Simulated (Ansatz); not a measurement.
C₆H₈, SMILES `C=C(C)C#CC`, relaxed with RKS PBE-D4/def2-SVP in the Gaussian-basis code of Ansatz from a rough embedded geometry. The force threshold is 0.03 eV/Å; the program also tests the step.

The species carries charge 0 and has multiplicity 1.

Start:

```xyz
14

C     1.861   -1.104   -0.566
C     0.538   -0.879   -0.456
C    -0.407   -1.877   -0.974
C    -0.023    0.243    0.177
C    -0.406    1.288    0.677
C    -0.961    2.514    1.301
H     2.282   -1.947   -0.991
H     2.525   -0.321   -0.132
H     0.047   -2.751   -1.446
H    -1.085   -1.461   -1.771
H    -1.076   -2.265   -0.192
H    -1.440    3.148    0.538
H    -1.693    2.310    2.060
H    -0.162    3.102    1.775
```

(1) How much energy does the relaxation release, and in how many steps? (Best estimate.)

(2) Which bonds change most? (Best estimate.)

(3) Give the relaxed structure. (An estimate is asked.)

Results:

(1) Computed: 0.28 eV, in 5 steps.

(2) Ansatz gave: C1–H7 from 1.034 to 1.101 Å; C2–C3 from 1.469 to 1.514 Å; C6–H13 from 1.074 to 1.111 Å; C5–C6 from 1.484 to 1.455 Å.

(3) The calculation gave: 
```xyz
14

C     1.908   -1.103   -0.552
C     0.571   -0.885   -0.454
C    -0.450   -1.872   -0.976
C     0.055    0.303    0.156
C    -0.430    1.306    0.674
C    -0.984    2.503    1.290
H     2.295   -2.019   -1.025
H     2.636   -0.374   -0.165
H     0.038   -2.761   -1.421
H    -1.096   -1.401   -1.746
H    -1.124   -2.209   -0.161
H    -1.486    3.150    0.539
H    -1.739    2.250    2.064
H    -0.195    3.112    1.779
```
